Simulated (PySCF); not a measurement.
PySCF job for butadiene cation (C4H6), SMILES C=CC=C (connectivity only; charge and spin as stated), charge +1, multiplicity 2, B3LYP/pcH-1. Coordinates come from a PBE-D3(BJ)/def2-SVP optimisation. The multiplicity is an assumed one; other spin states were not compared. The values are those of a single conformer.

```python
import numpy as np
from pyscf import gto, scf, dft
from pyscf.prop.hfc import uks as hfc
from pyscf.prop.gtensor import uks as gtensor

mol = gto.M(
    atom='''
    C     0.10549633   -1.86837608   -0.00000000
    C    -0.41753177   -0.57282756    0.00000000
    C     0.41753177    0.57282756   -0.00000000
    C    -0.10549633    1.86837608    0.00000000
    H     1.19547489   -2.04352382    0.00000000
    H    -0.55739991   -2.74956572    0.00000000
    H    -1.51342039   -0.43475855    0.00000000
    H     1.51342039    0.43475855   -0.00000000
    H     0.55739991    2.74956572   -0.00000000
    H    -1.19547489    2.04352382   -0.00000000
    ''',
    basis='pcH-1',
    charge=1,
    spin=1,
    max_memory=1600,
    verbose=3,
)
mf = dft.UKS(mol, xc='b3lyp').density_fit(auxbasis='def2-universal-jkfit')
mf.grids.level = 3
mf.conv_tol = 1e-10
mf.max_cycle = 100
mf.kernel()
fine, coarse = mf.grids, dft.Grids(mol).set(level=1).build(with_non0tab=True)
for _ in range(3):  # follow internal instabilities
    mf.grids = coarse
    mo, _, stable, _ = mf.stability(return_status=True, nroots=4)
    mf.grids = fine
    if stable:
        break
    mf.kernel(mf.make_rdm1(mo, mf.mo_occ))
A = hfc.HFC(mf).make_fcdip(mf.make_rdm1())  # Fermi contact and dipolar terms, MHz
print('atom   A(iso)/MHz   principal dipolar parts/MHz')
for i, a in enumerate(A):
    w = np.linalg.eigvalsh((a + a.T) / 2)
    print(f'{mol.atom_symbol(i):2s}{i + 1:3d} {w.mean():12.2f}', (w - w.mean()).round(2))
gt = gtensor.GTensor(mf)
gt.dia_soc2e, gt.para_soc2e, gt.so_eff_charge = None, None, True
gt.max_cycle_cphf = 60
g = gt.kernel()
```

Program output:

```

WARN: HOMO -0.26681975188518 >= LUMO -0.266819751885182

converged SCF energy = -155.688076879081  <S^2> = 0.7704341  2S+1 = 2.0203308
<class 'pyscf.df.df_jk.DFUKS'> wavefunction is stable in the internal stability analysis
atom   A(iso)/MHz   principal dipolar parts/MHz
C   1        38.64 [-39.05 -38.55  77.6 ]
C   2        -9.28 [-8.25 -3.6  11.84]
C   3        -9.28 [-8.25 -3.6  11.84]
C   4        38.64 [-39.05 -38.55  77.6 ]
H   5       -32.06 [-16.7   -3.24  19.93]
H   6       -33.03 [-17.5   -2.96  20.47]
H   7        -4.70 [-4.21 -2.61  6.82]
H   8        -4.70 [-4.21 -2.61  6.82]
H   9       -33.03 [-17.5   -2.96  20.47]
H  10       -32.06 [-16.7   -3.24  19.93]
SOC(1e)/OZ [-2.90616255e-05  1.15083215e-03 -5.20091223e-06]
free electron g 2.00231930436182
g-tensor total [2.002244   2.00341042 2.00221397]
g-shift (ppt) [-0.07530845  1.09111352 -0.10533086]
```

The calculation finished and met its thresholds.
